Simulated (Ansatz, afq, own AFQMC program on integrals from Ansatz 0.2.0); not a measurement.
**SiGeH3, doublet in cc-pVDZ, levels against AFQMC with the constraint released**

```xyz
5

Si   -0.0442    0.4645    4.0289
Ge    0.0668    0.1826   -2.1036
H     0.2190   -1.0356    4.0949
H    -0.2727   -1.0354   -2.9957
H     0.0311    1.4239   -3.0244
```

Connectivity, by distances: SiH ··· GeH2.

Basis cc-pVDZ. Only valence electrons are correlated. Ansatz 0.2.0 and our own AFQMC program on the same integrals; the CISD trial comes from CCSD amplitudes, and released means the phaseless constraint is let go. ± is one standard error of the sampling. No spin–orbit coupling.

Determinant: ROHF, the one that the program's search chose, which needn't be the lowest solution. The geometry is a point of a scan.

No full CI on the walks' own integrals is used here. The released AFQMC energy serves as the reference, which it does only where one determinant dominates, the energy is flat over the last release times and near the phaseless one (40 meV or 2 meV an electron, half that with transition metals). On small molecules, where full CI could be run and the noise was under 10 meV, such values lay within 10 meV of it in 19 cases of 20, a flattering rate, since the rule was set on those same cases; what remains of the bias isn't in the error bar.

Cautions: no relativity below Rb; no spin-orbit coupling; inner d shell frozen; the released value is read at 2.40 1/Eh with a noise of 16 meV, more than in the cases checked (meV from the phaseless value at times in 1/Eh: 5 ± 15 at 0.24, 7 ± 17 at 0.51, 3 ± 14 at 0.99, -17 ± 17 at 1.62, 7 ± 16 at 2.40).

The T1 diagnostic is 0.0169, the weight of the determinant in the CISD state is 0.851 and the size of the correlated space is 11 electrons in 41 orbitals.

| level | correlation energy (eV) |
| --- | --- |
| MP2 | -4.1408 |
| CCSD | -5.5029 |
| CCSD(T) | -5.6042 |

Task: Estimate where phaseless AFQMC with a CISD trial lies against CCSD(T) on the same integrals.

Result: 4.0 ± 1.5 kJ/mol below CCSD(T).

Reference: AFQMC with the constraint released, correlation energy -5.638 ± 0.016 eV.

```csv
level,E − E(reference) (kJ/mol),share of correlation (%)
CCSD(T),3.3 ± 1.6,99.40
ph-AFQMC/CISD,-0.7 ± 2.2,100.13
```

Released energies are given only where the last usable release times agree within the noise; a slower fall can still hide under it.
